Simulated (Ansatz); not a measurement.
Molecule: silylsilane, Si$_{2}$H$_{6}$, net charge 0, singlet state. SMILES: [SiH3][SiH3]
Structure (B3LYP-D3(BJ)/def2-TZVP (Ansatz, an electronic-structure program) minimum search):
```xyz
8

Si     0.0002    -0.0110     1.1721
Si    -0.0002     0.0110    -1.1721
H     -0.0004     1.3752     1.6997
H     -1.2040    -0.7120     1.6803
H      1.2055    -0.7108     1.6798
H      0.0004    -1.3752    -1.6997
H     -1.2055     0.7108    -1.6798
H      1.2040     0.7120    -1.6803
```
Charge 0, spin multiplicity 1.

Wanted: atomisation energy, in kcal/mol. Set-up: atomisation electronic, to ground-state atoms; spin-orbit terms left out; non-relativistic; no dispersion term unless named; frozen cores in correlated levels; open shells spin-unrestricted. Basis-set limits of correlation are two-point, X^-3; Hartree-Fock from the larger set. The bracket is a focal-point correction in the basis named. Ab initio and DFT rows: single points at B3LYP-D3(BJ) geometries (Ansatz).

```
species               coefficient  E at HF/3-21G (Ansatz), Eh  E at PBE0/def2-TZVPD (Ansatz), Eh
--------------------  -----------  --------------------------  ---------------------------------
[SiH3][SiH3] (Si2H6)           -1                  -578.24089                         -582.33855
H atom                         +6                    -0.49620                           -0.50104
Si atom                        +2                  -287.34443                         -289.24952
```

Coupled cluster (Ansatz) is a level with limits of its own, used here on species with T1 under 0.025 (0.045 for open shells) and stable references: RI-MP2/CBS(def2-TZVPPD,def2-QZVPPD)+[CCSD(T)-MP2]/def2-TZVPPD. Value to compare with, RI-MP2/CBS(def2-TZVPPD,def2-QZVPPD)+[CCSD(T)-MP2]/def2-TZVPPD (Ansatz): 536.6 kcal/mol. 1 Eh = 627.5095 kcal/mol.

**Question.** Compute it at each level from the table, and compare with RI-MP2/CBS(def2-TZVPPD,def2-QZVPPD)+[CCSD(T)-MP2]/def2-TZVPPD (Ansatz).

**Answer.** 
- HF/3-21G: the sum of coefficient times E is 0.57483 Eh, or 360.71 kcal/mol. Result: 360.7 kcal/mol. Its difference against RI-MP2/CBS(def2-TZVPPD,def2-QZVPPD)+[CCSD(T)-MP2]/def2-TZVPPD (Ansatz) is -175.9 kcal/mol.
- PBE0/def2-TZVPD: the sum of coefficient times E is 0.83327 Eh, or 522.88 kcal/mol. Result: 522.9 kcal/mol. Its difference against RI-MP2/CBS(def2-TZVPPD,def2-QZVPPD)+[CCSD(T)-MP2]/def2-TZVPPD (Ansatz) is -13.7 kcal/mol.
